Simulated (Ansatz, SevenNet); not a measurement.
hcp Os: properties by level of theory

Reference values: lattice constant a 2.734 Å (measured, 293 K, no zero-point or thermal correction, our sources range from 2.734 to 2.740; as tabulated in Wikipedia's data pages); lattice parameter c 4.320 Å (measured, 293 K, no zero-point or thermal correction; as tabulated in Wikipedia's data pages).

```json
[
 {"level (code)": "SevenNet-l3i5", "lattice parameter a (Å)": "?", "lattice parameter c (Å)": "?"},
 {"level (code)": "PBEsol (Ansatz)", "lattice parameter a (Å)": "2.729", "lattice parameter c (Å)": "?"},
 {"level (code)": "PBE-D3(BJ) (Ansatz)", "lattice parameter a (Å)": "2.737", "lattice parameter c (Å)": "4.322"},
 {"level (code)": "HSE06 (Ansatz)", "lattice parameter a (Å)": "?", "lattice parameter c (Å)": "4.302"},
 {"level (code)": "r²SCAN0 (Ansatz)", "lattice parameter a (Å)": "2.713", "lattice parameter c (Å)": "?"}
]
```

### Question
Complete the blanks.

### Answer

- SevenNet-l3i5, lattice parameter a (Å): 2.763
- SevenNet-l3i5, lattice parameter c (Å): 4.342
- PBEsol (Ansatz, an electronic-structure program), lattice parameter c (Å): 4.308
- HSE06 (Ansatz), lattice parameter a (Å): 2.721
- r²SCAN0 (Ansatz), lattice parameter c (Å): 4.287

Differences from the reference values (errors of the level alone only where the reference is corrected to a static lattice):

| level | lattice constant a (%) | lattice parameter c (%) |
|---|---|---|
| SevenNet-l3i5 | +1.06 | +0.51 |
| PBEsol | -0.18 | -0.28 |
| PBE-D3(BJ) | +0.11 | +0.05 |
| HSE06 | -0.48 | -0.42 |
| r²SCAN0 | -0.77 | -0.76 |

Nearest: lattice constant a, not ranked (reference at room or unstated temperature); lattice parameter c, not ranked (reference at room or unstated temperature).

Machine-learned potentials (SevenNet-l3i5) are trained on DFT data: a solid inside that data is no test of them.

Ansatz's density-functional and Hartree–Fock values are scalar-relativistic unless marked +SOC, with PAW data made under PBE.

Differences are worked out from the printed values.

Computed values are for the static lattice.
